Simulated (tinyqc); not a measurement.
CCSD on RHF in the sto-3g basis, for CH3-, spin multiplicity 1, step by step (part 2 of 2). The basis has no diffuse functions, so it cannot describe the extra electron: this is an exercise in the method, not the real anion. Computed by tinyqc, a small Python program that keeps every step (integrals from PySCF). Command: `OMP_NUM_THREADS=1 python tinyqc.py 22264 22265 out.jsonl` (the two numbers bound the seeds that draw the settings). One thread of a shared host (Intel(R) Xeon(R) Processor @ 2.60GHz), about 0.3 s of CPU time with the checks.

Geometry (angstrom):
```
atom          x          y         z
C      0.000000   0.000000  0.037000
H      1.042000   0.000000  0.000000
H     -0.521000   0.903000  0.000000
H     -0.521000  -0.903000  0.000000
```

## Integrals over molecular orbitals

coefficients C:
```
              MO1        MO2        MO3        MO4        MO5        MO6        MO7        MO8
1C 1s    0.991794  -0.211769   0.000000   0.000057  -0.011422  -0.246159   0.000000  -0.000692
1C 2s    0.038141   0.546867   0.000000  -0.000284   0.053069   1.563545   0.000000   0.004939
1C 2px   0.000007   0.000185   0.000000   0.458362   0.000006  -0.003033   0.000000   1.227111
1C 2py   0.000000   0.000000   0.458281   0.000000   0.000000   0.000000   1.227066   0.000000
1C 2pz  -0.000691  -0.012991   0.000000  -0.000006   0.998741  -0.063866   0.000000  -0.000196
2H 1s   -0.007788   0.266995   0.000000   0.571631  -0.011665  -0.762150   0.000000  -1.021974
3H 1s   -0.007781   0.266721   0.495150  -0.286027  -0.011680  -0.765897  -0.882732   0.507416
4H 1s   -0.007781   0.266721  -0.495150  -0.286027  -0.011680  -0.765897   0.882732   0.507416
```

core Hamiltonian H = T + V (hartree), lower triangle:
```
             1C 1s      1C 2s     1C 2px     1C 2py     1C 2pz      2H 1s      3H 1s      4H 1s
1C 1s   -19.283696
1C 2s    -4.656145  -6.186825
1C 2px   -0.000028  -0.000218  -5.208538
1C 2py    0.000000   0.000000   0.000000  -5.208554
1C 2pz    0.001968   0.019589   0.000009   0.000000  -5.002408
2H 1s    -1.314611  -2.850862  -2.281133   0.000000   0.086035  -4.018339
3H 1s    -1.313014  -2.848733   1.139364  -1.974871   0.085950  -0.870651  -4.016875
4H 1s    -1.313014  -2.848733   1.139364   1.974871   0.085950  -0.870651  -0.869429  -4.016875
```

Given earlier and not repeated: Two-electron integrals (ij|kl) in chemists' order.

(pq|rs) = sum C_ip C_jq C_kr C_ls (ij|kl), one index at a time.

one-electron integrals over orbitals h = C^T H C (hartree), lower triangle:
```
            1          2          3          4          5          6          7          8
1  -19.264925
2    0.369217  -4.918466
3    0.000000   0.000000  -4.429781
4   -0.000116  -0.000261   0.000000  -4.430312
5    0.018079  -0.011226   0.000000   0.000023  -5.000915
6    0.393612  -0.980569   0.000000   0.003175   0.031720  -3.851189
7    0.000000   0.000000  -0.979551   0.000000   0.000000   0.000000  -4.191064
8    0.001077  -0.003124   0.000000  -0.979214   0.000075   0.001001   0.000000  -4.190872
```

Two-electron integrals over orbitals (pq|rs), unique and non-zero (hartree):
```
(11|11) 3.500028    (21|11) -0.282860   (21|21) 0.035617    (22|11) 0.687483
(22|21) -0.008341   (22|22) 0.498503    (31|31) 0.006500    (32|31) 0.011907
(32|32) 0.127124    (33|11) 0.599643    (33|21) -0.003125   (33|22) 0.483900
(33|33) 0.536679    (41|11) 0.000079    (41|21) -0.000007   (41|22) 0.000014
(41|33) -0.003712   (41|41) 0.006503    (42|11) 0.000030    (42|21) 0.000007
(42|22) 0.000131    (42|33) -0.067504   (42|41) 0.011914    (42|42) 0.127213
(43|31) -0.003718   (43|32) -0.067549   (43|43) 0.053556    (44|11) 0.599759
(44|21) -0.003123   (44|22) 0.484052    (44|33) 0.429777    (44|41) 0.003709
(44|42) 0.067465    (44|44) 0.536650    (51|11) -0.014863   (51|21) 0.001535
(51|22) -0.001516   (51|33) -0.000595   (51|41) -6.19e-07   (51|42) -6.59e-08
(51|44) -0.000595   (51|51) 0.022047    (52|11) 0.005427    (52|21) -0.000709
(52|22) -0.003256   (52|33) -0.001349   (52|41) 1.36e-07    (52|42) 5.23e-07
(52|44) -0.001348   (52|51) 0.022927    (52|52) 0.084244    (53|31) 0.000260
(53|32) -0.000498   (53|43) 0.000780    (53|53) 0.019540    (54|11) -0.000007
(54|21) 4.26e-07    (54|22) -7.01e-07   (54|33) 0.000778    (54|41) 0.000260
(54|42) -0.000496   (54|44) -0.000779   (54|51) -0.000007   (54|52) -0.000017
(54|54) 0.019547    (55|11) 0.851741    (55|21) -0.009386   (55|22) 0.530574
(55|33) 0.483989    (55|41) 2.42e-06    (55|42) 0.000019    (55|44) 0.484057
(55|51) 0.002007    (55|52) 0.009564    (55|54) -0.000006   (55|55) 0.673302
(61|11) -0.323364   (61|21) 0.041485    (61|22) -0.009001   (61|33) -0.003227
(61|41) -0.000045   (61|42) -0.000053   (61|44) -0.003259   (61|51) 0.000976
(61|52) -0.001574   (61|54) -8.05e-07   (61|55) -0.008438   (61|61) 0.048441
(62|11) 0.265573    (62|21) -0.009481   (62|22) 0.066170    (62|33) 0.036302
(62|41) -0.000021   (62|42) -0.000052   (62|44) 0.036404    (62|51) -0.001680
(62|52) -0.001916   (62|54) -0.000006   (62|55) 0.134325    (62|61) -0.010073
(62|62) 0.078299    (63|31) 0.003545    (63|32) -0.043071   (63|43) 0.042219
(63|53) 0.001108    (63|63) 0.061246    (64|11) -0.000766   (64|21) 0.000018
(64|22) -0.000253   (64|33) 0.041929    (64|41) 0.003562    (64|42) -0.042803
(64|44) -0.042165   (64|51) 1.93e-07    (64|52) -0.000010   (64|54) 0.001102
(64|55) -0.000393   (64|61) -7.31e-07   (64|62) -0.000336   (64|64) 0.060905
(65|11) -0.006395   (65|21) -0.000476   (65|22) -0.005481   (65|33) -0.002250
(65|41) -2.01e-06   (65|42) -0.000014   (65|44) -0.002264   (65|51) 0.024774
(65|52) 0.075197    (65|54) -0.000077   (65|55) 0.002331    (65|61) -0.001450
(65|62) -0.005939   (65|64) 0.000008    (65|65) 0.075140    (66|11) 0.704407
(66|21) -0.011665   (66|22) 0.483909    (66|33) 0.475201    (66|41) -0.000065
(66|42) -0.000577   (66|44) 0.474603    (66|51) -0.003137   (66|52) -0.007254
(66|54) 0.000005    (66|55) 0.517646    (66|61) -0.012174   (66|62) 0.051851
(66|64) 0.000066    (66|65) -0.009106   (66|66) 0.491676    (71|31) 0.012730
(71|32) 0.020506    (71|43) -0.005731   (71|53) 0.000532    (71|63) 0.006728
(71|71) 0.025165    (72|31) 0.008753    (72|32) 0.009816    (72|43) 0.020098
(72|53) 0.002023    (72|63) 0.043802    (72|71) 0.016012    (72|72) 0.052416
(73|11) 0.240055    (73|21) -0.005123   (73|22) 0.066870    (73|33) 0.018127
(73|41) 0.002639    (73|42) 0.050201    (73|44) 0.064689    (73|51) 0.000104
(73|52) 0.003632    (73|54) -0.000724   (73|55) 0.117928    (73|61) -0.005269
(73|62) 0.073800    (73|64) -0.030199   (73|65) -0.000556   (73|66) 0.046520
(73|73) 0.110106    (74|31) 0.002636    (74|32) 0.050196    (74|43) -0.023316
(74|53) -0.000723   (74|63) -0.030158   (74|71) 0.005091    (74|72) -0.004346
(74|74) 0.035851    (75|31) 0.000748    (75|32) 0.004881    (75|43) -0.002179
(75|53) 0.018428    (75|63) -0.001219   (75|71) 0.001412    (75|72) 0.001773
(75|74) 0.001843    (75|75) 0.024186    (76|31) 0.012769    (76|32) 0.110383
(76|43) -0.058603   (76|53) -0.000630   (76|63) -0.041091   (76|71) 0.023028
(76|72) 0.006644    (76|74) 0.049668    (76|75) 0.004347    (76|76) 0.110122
(77|11) 0.797641    (77|21) -0.010197   (77|22) 0.514873    (77|33) 0.533374
(77|41) 0.001173    (77|42) -0.023321   (77|44) 0.469473    (77|51) -0.000315
(77|52) 0.001802    (77|54) 0.001048    (77|55) 0.549272    (77|61) -0.010350
(77|62) 0.076239    (77|64) 0.034165    (77|65) -0.001180   (77|66) 0.511490
(77|73) 0.074566    (77|77) 0.592280    (81|11) -0.000912   (81|21) 0.000123
(81|22) -4.62e-06   (81|33) -0.005728   (81|41) 0.012732    (81|42) 0.020509
(81|44) 0.005703    (81|51) 2.75e-06    (81|52) -4.11e-06   (81|54) 0.000533
(81|55) -0.000022   (81|61) 0.000072    (81|62) -0.000071   (81|64) 0.006758
(81|65) -0.000008   (81|66) -0.000157   (81|73) 0.005080    (81|77) 0.002969
(81|81) 0.025162    (82|11) 0.000838    (82|21) -0.000025   (82|22) 0.000224
(82|33) 0.020252    (82|41) 0.008750    (82|42) 0.009747    (82|44) -0.020012
(82|51) -4.50e-06   (82|52) -2.58e-06   (82|54) 0.002023    (82|55) 0.000416
(82|61) -0.000073   (82|62) 0.000111    (82|64) 0.043806    (82|65) -0.000020
(82|66) 0.000130    (82|73) -0.004133   (82|77) 0.029313    (82|81) 0.016002
(82|82) 0.052417    (83|31) 0.002650    (83|32) 0.050094    (83|43) -0.023202
(83|53) -0.000719   (83|63) -0.029989   (83|71) 0.005118    (83|72) -0.004210
(83|74) 0.031323    (83|75) 0.001841    (83|76) 0.049567    (83|83) 0.035686
(84|11) 0.240014    (84|21) -0.005126   (84|22) 0.066749    (84|33) 0.064783
(84|41) -0.002634   (84|42) -0.050348   (84|44) 0.018044    (84|51) 0.000104
(84|52) 0.003633    (84|54) 0.000720    (84|55) 0.117891    (84|61) -0.005242
(84|62) 0.073798    (84|64) 0.029857    (84|65) -0.000544   (84|66) 0.047030
(84|73) 0.042789    (84|77) 0.087110    (84|81) -0.005103   (84|82) 0.004680
(84|84) 0.110271    (85|11) -0.000016   (85|21) -9.88e-07   (85|22) -0.000010
(85|33) -0.002181   (85|41) 0.000748    (85|42) 0.004881    (85|44) 0.002166
(85|51) 0.000071    (85|52) 0.000220    (85|54) 0.018427    (85|55) 0.000009
(85|61) -0.000008   (85|62) -0.000021   (85|64) -0.001207   (85|65) 0.000145
(85|66) -0.000048   (85|73) 0.001842    (85|77) -0.000157   (85|81) 0.001411
(85|82) 0.001771    (85|84) -0.001849   (85|85) 0.024181    (86|11) -0.000188
(86|21) -6.14e-08   (86|22) 0.000029    (86|33) -0.058428   (86|41) 0.012777
(86|42) 0.110289    (86|44) 0.058241    (86|51) -0.000008   (86|52) -0.000024
(86|54) -0.000622   (86|55) -0.000056   (86|61) -0.000068   (86|62) -0.000099
(86|64) -0.040614   (86|65) -0.000034   (86|66) -0.000630   (86|73) 0.049540
(86|77) -0.021446   (86|81) 0.023040    (86|82) 0.006750    (86|84) -0.049849
(86|85) 0.004345    (86|86) 0.109878    (87|31) 0.001205    (87|32) -0.023028
(87|43) 0.031839    (87|53) 0.001049    (87|63) 0.034355    (87|71) 0.003061
(87|72) 0.029079    (87|74) -0.006124   (87|75) -0.000144   (87|76) -0.021235
(87|83) -0.006021   (87|87) 0.034339    (88|11) 0.797610    (88|21) -0.010196
(88|22) 0.514905    (88|33) 0.469079    (88|41) -0.001097   (88|42) 0.023976
(88|44) 0.533726    (88|51) -0.000315   (88|52) 0.001801    (88|54) -0.001056
(88|55) 0.549269    (88|61) -0.010334   (88|62) 0.076368    (88|64) -0.034923
(88|65) -0.001182   (88|66) 0.511249    (88|73) 0.087335    (88|77) 0.523247
(88|81) -0.002901   (88|82) -0.028799   (88|84) 0.074170    (88|85) 0.000176
(88|86) 0.021841    (88|88) 0.592516
```

## CCSD: starting amplitudes

orbital energies (hartree): MO1 -10.358312, MO2 -0.422142, MO3 -0.105203, MO4 -0.105189, MO5 0.227729, MO6 1.136314, MO7 1.290481, MO8 1.290593

t_ij^ab = <ij||ab> / (e_i + e_j - e_a - e_b), whose energy is MP2.

Starting amplitudes (spin orbitals 1a, 1b, ...; amplitudes related by a flip of all spins are not repeated; the 24 largest):
```
from      to          t
5a 5b  6a 6b  -0.041350
4a 4b  8a 8b  -0.039502
3a 3b  7a 7b  -0.039445
2a 2b  6a 6b  -0.025121
2a 3b  6a 7b  -0.024982
2a 4b  6a 8b  -0.024980
3a 3b  6a 6b  -0.024666
4a 4b  6a 6b  -0.024529
3a 4b  7a 8b  -0.015329
2a 2b  7a 7b  -0.015303
2a 2b  8a 8b  -0.015302
2a 4b  6b 8a   0.014828
2a 3b  6b 7a   0.014827
4a 4b  7a 7b  -0.012844
3a 3b  8a 8b  -0.012783
3a 4b  6b 7a  -0.011451
3a 4b  6a 7b   0.011436
5a 5b  7a 7b  -0.011379
5a 5b  8a 8b  -0.011375
3a 3b  6a 8b   0.011371
4a 4b  6a 8b  -0.011321
3a 4b  7b 8a   0.011221
2a 3a  6a 7a  -0.010155
2a 4a  6a 8a  -0.010152
```

correlation energy = -0.03631740 hartree

## CCSD: amplitude update 1

t_i^a D_i^a and t_ij^ab D_ij^ab are set to the remaining terms of the spin-orbital equations, evaluated with the old amplitudes; for the doubles these are <ij||ab> + 1/2 <ab||ef> t_ij^ef + 1/2 <mn||ij> t_mn^ab + P(ij)P(ab) <mb||ej> t_im^ae + terms in t^2 + terms with t1, D the orbital-energy denominators.

Amplitudes after update 1 (spin orbitals 1a, 1b, ...; amplitudes related by a flip of all spins are not repeated; the 24 largest):
```
from      to          t
5a 5b  6a 6b  -0.055054
4a 4b  8a 8b  -0.050107
3a 3b  7a 7b  -0.050031
3a 3b  6a 6b  -0.032440
4a 4b  6a 6b  -0.032255
2a 3b  6a 7b  -0.031813
2a 4b  6a 8b  -0.031805
2a 2b  6a 6b  -0.029517
2a 3b  6b 7a   0.021147
2a 4b  6b 8a   0.021142
3a 4b  7a 8b  -0.019299
2a 2b  8a 8b  -0.018423
2a 2b  7a 7b  -0.018423
3a 4b  7b 8a   0.016308
3a 4b  6b 7a  -0.015413
3a 4b  6a 7b   0.015401
3a 3b  6a 8b   0.015303
4a 4b  6a 8b  -0.015247
4a 4b  7a 7b  -0.014359
3a 3b  8a 8b  -0.014276
5a 5b  7a 7b  -0.012659
5a 5b  8a 8b  -0.012655
2a 3a  6a 7a  -0.010666
2a 4a  6a 8a  -0.010663
```

correlation energy = -0.04629832 hartree

## CCSD: amplitude update 2

As before.

Amplitudes after update 2 (spin orbitals 1a, 1b, ...; amplitudes related by a flip of all spins are not repeated; the 24 largest):
```
from      to          t
5a 5b  6a 6b  -0.059985
4a 4b  8a 8b  -0.053493
3a 3b  7a 7b  -0.053413
3a 3b  6a 6b  -0.035053
4a 4b  6a 6b  -0.034852
2a 3b  6a 7b  -0.033674
2a 4b  6a 8b  -0.033662
2a 2b  6a 6b  -0.030577
2a 3b  6b 7a   0.023444
2a 4b  6b 8a   0.023435
3a 4b  7a 8b  -0.020477
2a 2b  8a 8b  -0.019293
2a 2b  7a 7b  -0.019292
3a 4b  7b 8a   0.018424
3a 4b  6b 7a  -0.016606
3a 4b  6a 7b   0.016597
3a 3b  6a 8b   0.016485
4a 4b  6a 8b  -0.016428
4a 4b  7a 7b  -0.014442
3a 3b  8a 8b  -0.014353
5a 5b  7a 7b  -0.012208
5a 5b  8a 8b  -0.012203
2a 3a  6a 7a  -0.010230
2a 4a  6a 8a  -0.010227
```

correlation energy = -0.04931678 hartree

## CCSD: convergence

E_corr = 1/4 sum <ij||ab> t_ij^ab + 1/2 sum <ij||ab> t_i^a t_j^b; stop when the norm of the change is below 1e-8.

Course of the amplitude iterations:
```
update  correlation energy (hartree)  norm of the change
0                        -0.03631740                   -
1                        -0.04629832            6.81e-02
2                        -0.04931678            2.28e-02
3                        -0.05081177            8.22e-03
4                        -0.05080726            9.56e-04
5                        -0.05080899            1.58e-04
6                        -0.05080826            1.47e-05
7                        -0.05080840            2.33e-06
8                        -0.05080838            6.33e-07
9                        -0.05080838            1.43e-07
10                       -0.05080838            4.22e-08
11                       -0.05080838            9.00e-09
```

Converged amplitudes (spin orbitals 1a, 1b, ...; amplitudes related by a flip of all spins are not repeated; the 24 largest):
```
from      to          t
5a 5b  6a 6b  -0.063435
4a 4b  8a 8b  -0.055383
3a 3b  7a 7b  -0.055301
3a 3b  6a 6b  -0.036168
4a 4b  6a 6b  -0.035961
2a 3b  6a 7b  -0.034492
2a 4b  6a 8b  -0.034479
2a 2b  6a 6b  -0.031114
2a 3b  6b 7a   0.024793
2a 4b  6b 8a   0.024782
3a 4b  7a 8b  -0.021091
3a 4b  7b 8a   0.019834
2a 2b  8a 8b  -0.019713
2a 2b  7a 7b  -0.019712
3a 4b  6b 7a  -0.017051
3a 4b  6a 7b   0.017045
3a 3b  6a 8b   0.016925
4a 4b  6a 8b  -0.016866
4a 4b  7a 7b  -0.014305
3a 3b  8a 8b  -0.014213
5a 5b  7a 7b  -0.011031
5a 5b  8a 8b  -0.011026
2a 3a  6a 7a  -0.009700
2a 4a  6a 8a  -0.009697
```

CCSD total energy = -38.84654009 hartree

T1 diagnostic, norm of the one-spin t1 over sqrt(correlated electrons) = 0.001623

Converged in 11 updates, with DIIS from the third.
